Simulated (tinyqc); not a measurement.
Ways to converge the cycle: SCF convergence aids in the sto-6g basis, for NH, spin multiplicity 3. Computed by the program tinyqc with PySCF. UHF with one setting changed at a time; a run stops when the energy changes by less than 1e-09 hartree and the error matrix is below 1e-5. The start is the Wolfsberg-Helmholz matrix. Damping d keeps d of the old density; a shift (hartree) raises the virtual levels; DIIS n extrapolates F over n matrices.

Geometry (angstrom):
```
atom       x       y       z
N     0.0000  0.0000  0.0000
H     0.0000  0.0000  1.0260
```

lowest solution found by these runs and by PySCF with stability checks = -54.792138 hartree

Largest element of the error matrix X^T (FDS - SDF) X:
```
iteration    plain  damping 0.3  damping 0.6  shift 0.4   DIIS 3   DIIS 8
1          1.6e-01      1.6e-01      1.6e-01    1.6e-01  1.6e-01  1.6e-01
2          5.3e-02      8.3e-02      1.1e-01    8.4e-02  5.3e-02  5.3e-02
3          1.7e-02      4.5e-02      8.4e-02    4.1e-02  8.1e-03  8.1e-03
4          6.4e-03      2.3e-02      6.2e-02    2.0e-02  4.7e-03  4.7e-03
5          3.7e-03      1.2e-02      4.6e-02    1.0e-02  2.3e-03  2.3e-03
6          2.3e-03      7.4e-03      3.3e-02    5.9e-03  2.9e-04  7.4e-05
8          1.0e-03      3.2e-03      1.8e-02    2.5e-03  6.6e-06  9.9e-07
10         4.7e-04      1.7e-03      9.9e-03    1.3e-03        -        -
14         9.5e-05      5.6e-04      3.8e-03    4.1e-04        -        -
20         8.7e-06      1.2e-04      1.3e-03    7.6e-05        -        -
30               -      8.6e-06      2.8e-04          -        -        -
45               -            -      3.4e-05          -        -        -
```

How each run ends:
```
run          iterations  E (hartree)         state
plain                20   -54.792138  lowest found
damping 0.3          30   -54.792138  lowest found
damping 0.6          55   -54.792138  lowest found
shift 0.4            28   -54.792138  lowest found
DIIS 3                9   -54.792138  lowest found
DIIS 8                8   -54.792138  lowest found
```

What does the comparison show, and why?

6 of 6 runs reach the lowest solution found, in 8 to 55 iterations (fastest: DIIS 8). Plain steps already contract here, so damping only slows them. DIIS 3 and DIIS 8 gain by cancelling the error over several earlier matrices, much as a quasi-Newton step does.
